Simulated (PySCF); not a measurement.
## Vertical excitation energies

Species: 1,3-dichlorobutane, C₄H₈Cl₂.
Atom-mapped SMILES: `[CH3:1][C@H:2]([Cl:3])[CH2:4][CH2:5][Cl:6]` (hydrogens: H7, H8, H9 on C1; H10 on C2; H11, H12 on C4; H13, H14 on C5)

The calculation used TDDFT CAM-B3LYP/def2-SVPD, vertical, gas phase, core orbitals frozen in the response (PySCF). One conformer (not necessarily the lowest) at the GFN2-xTB geometry, without solvent, vibrations or thermal averaging. Torsions of this conformer, `[CH3:1][C@H:2]([Cl:3])[CH2:4][CH2:5][Cl:6]`: C1–C2–C4–C5 -174°, C2–C4–C5–Cl6 67°.

Predict the UV-vis stick spectrum at this level.

| state | E (eV) | E (kJ/mol) | λ (nm) | f | \|μ\| (D) | main configurations (H = HOMO, L = LUMO) |
| --- | --- | --- | --- | --- | --- | --- |
| S1 | 7.44 | 717 | 166.8 | 0.0041 | 0.38 | H→L+2 (38%), H-2→L+1 (18%), H→L+1 (11%) |
| S2 | 7.45 | 719 | 166.4 | 0.0013 | 0.22 | H-2→L+2 (30%), H→L+1 (19%), H→L+2 (14%) |
| S3 | 7.52 | 726 | 164.8 | 0.0023 | 0.29 | H-1→L+2 (46%), H-3→L+2 (23%) |
| S4 | 7.55 | 728 | 164.3 | 0.0031 | 0.33 | H-1→L+1 (28%), H-3→L+1 (22%) |
| S5 | 8.26 | 797 | 150.1 | 0.034 | 1.05 | H→L (49%), H→L+3 (12%), H-2→L+3 (12%) |
| S6 | 8.35 | 806 | 148.5 | 0.061 | 1.39 | H-1→L (53%), H-3→L+3 (10%), H-1→L+1 (9%) |
| S7 | 8.46 | 817 | 146.5 | 0.056 | 1.33 | H-2→L (41%), H→L+3 (15%) |
| S8 | 8.54 | 824 | 145.1 | 0.042 | 1.14 | H-3→L (44%), H-1→L+3 (15%), H-1→L+5 (8%) |

Triplets, Tamm–Dancoff:

```tsv
state	E (eV)	λ (nm)	main configurations (H = HOMO, L = LUMO)
T1	6.76	183.4	H→L+2 (34%), H-2→L+1 (16%)
T2	6.77	183.1	H-2→L+2 (25%), H→L+1 (16%), H→L+2 (11%)
T3	6.84	181.2	H-1→L+2 (42%), H-3→L+2 (12%)
```

The lowest singlet lies at 7.44 eV (167 nm, vacuum ultraviolet) and is very weak; its leading configuration is HOMO→LUMO+2 (38%). The strongest level in the table is S6 at 8.35 eV (149 nm, f = 0.061). Löwdin shares by element: HOMO chlorine 73%, carbon 14% or more; LUMO chlorine 29%, carbon 21% or more (atoms not listed hold the other 50%). Of the 8 states listed, 4 reach f = 0.01 and none stays under 0.0005. The listed states span 1.11 eV, and the widest gap between neighbours is 0.71 eV (S4 to S5). Orbital energies (eV): HOMO-3 -10.20, HOMO-2 -10.14, HOMO-1 -9.87, HOMO -9.80, LUMO 1.28, LUMO+1 1.39, LUMO+2 1.54. The window holds the lowest 8 singlets.
